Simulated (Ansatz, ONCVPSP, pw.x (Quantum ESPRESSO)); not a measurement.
**W: one change to the ONCV potential, in the atom and in the bcc crystal**

ONCVPSP 4.0.1.1 (patched build) input, shortened (lines: element, Z, core and valence counts, functional; n l f; lmax; l rc ep ncon nbas qcut; lloc lpopt rc5 dvloc0; l nproj debl; icmod fcfact rcfact), PBEsol, scalar-relativistic:

```
  W 74.00   10    4  -116133      upf
    1    0    2.00
    2    0    2.00
    2    1    6.00
    3    0    2.00
    3    1    6.00
    3    2   10.00
    4    0    2.00
    4    1    6.00
    4    2   10.00
    4    3   14.00
    5    0    2.00
    5    1    6.00
    5    2    4.00
    6    0    2.00
    2
    0    1.80    0.00    4    7    8.30
    1    1.80    0.00    3    6    9.70
    2    2.35    0.00    4    9    6.90
    4    5    1.70    1.00
    0    2    3.10
    1    2    2.70
    2    3    1.80
    1    0.55    0.00
```

Change: local potential polynomial inside 1.10 bohr (lpopt 5, dvloc0 1 Ha).

Cutoffs, loose and tight: the cutoffs (Ha) at which the residual kinetic energy of the hardest occupied pseudo-wave falls to 1 and 0.1 mHa per electron. They do not see the model core or the augmentation charge, which bear on the density cutoff. Test errors are all-electron minus pseudo excitation energies from the reference, over the configurations 5s2 5p6 5d4 6s1; 5s2 5p6 5d4 6s0; 5s2 5p6 5d3 6s0; 5s2 5p6 5d4.5 6s1.5; variants that change the core or the reference have their own tests.

Crystal test: bcc W in pw.x 7.5, no spin, 15³ k-points, Fermi–Dirac smearing 0.01 Ry, cutoffs set for each file from its atomic test. The reference is all-electron LAPW (Ansatz 0.2.0) with the same functional, mesh and smearing; V0 and B0 come from Birch–Murnaghan fits to the pressures at five volumes. Errors are pseudo minus all-electron; Δ is the rms difference of the E(V) curves that follow from these fits, minima aligned, over ±6 % about the mean V0. Mesh and smearing are coarse, so the numbers serve the comparison and aren't converged zero-temperature values; the lattice is a test structure that the element need not adopt.

All-electron: a0 = 3.155 Å (V0 = 15.70 Å³/atom), B0 = 321.1 GPa.

Does the change bring the crystal closer to the all-electron result?

The mean pressure error goes from -3.10 to -4.25 GPa, so the change moves the solid further from the all-electron pressures. At 80 % of its cutoff the pressure of the base moves by -3.77 GPa.

| quantity | base | changed |
| --- | --- | --- |
| outcome (atom) | generated | generated |
| cutoff, loose (atom) | 22 Ha | 22 Ha |
| cutoff, tight (atom) | 28 Ha | 28 Ha |
| bound ghosts (atom) | none | none |
| largest test error (meV) (atom) | -32 | -30 |
| cutoffs in pw.x (Ry) | 65/260 | 65/260 |
| a0 (Å) | 3.144 | 3.141 |
| a0 error (%) | -0.32 | -0.44 |
| B0 error (%) | +0.8 | +0.0 |
| Δ (meV/atom) | 10.7 | 14.7 |
| mean pressure error (GPa) | -3.10 | -4.25 |
